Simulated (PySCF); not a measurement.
Structure problem from calculated spectra and properties.

Elements present: B, H and P. Monoisotopic mass: 48.0300 u.

* Dipole: 4.19 D [CAM-B3LYP/def2-SVPD]
* Valence photoelectron: vertical ionisation energy: 11.08 eV [ΔSCF CAM-B3LYP/def2-SVPD]
* UV, first state: lowest singlet excitation: 7.85 eV (158 nm, f = 0.015 summed over 2 states within 0.01 eV) [TDDFT CAM-B3LYP/def2-SVPD]
* XPS: P2p3/2 138.3, B1s 193.8, P1s 2152.0 eV [ΔSCF SCAN, pcX-2 on the ionised atom, pcseg-1 elsewhere, spin-free X2C, 2p3/2 from a spin–orbit splitting computed afterwards within the 2p shell]
* Rotational structure: rotational constants A, B, C: 56.317, 10.654, 10.653 GHz [PBE0-D3(BJ)/def2-SVP]
* NMR, other nuclei: isotropic shieldings of nuclei other than C and H, by class: 152 (1 B), 459 (1 P) ppm [GIAO PBE0/pcSseg-1]

Electronic properties: PySCF, gas phase, density fitting. Levels stand in brackets. Geometry: PBE0-D3(BJ)/def2-SVP; no solvent, vibrations or thermal averaging. NMR values are class means; diastereotopic atoms form classes of their own.

Question: Which formula fits the mass and the elements?

Answer: BH6P (calculated 48.0300). No other formula that holds each of these elements comes within 0.0003 u with a fitting electron parity and a possible valence count.

Question: What is the compound? Reason from the data.

Answer: The other shieldings belong to: 152 ppm, four-coordinate boron; 459 ppm, phosphorus bonded to B and 3 H. The core levels belong to: P2p3/2 138.3 eV, phosphorus bonded to B and 3 H; B1s 193.8 eV, four-coordinate boron; P1s 2152.0 eV, phosphorus bonded to B and 3 H. The optimised geometry has point group C3v and is a prolate symmetric top (the spread among constants that symmetry makes equal is optimisation noise). Structure: borane phosphine, `[BH3-][PH3+]`.
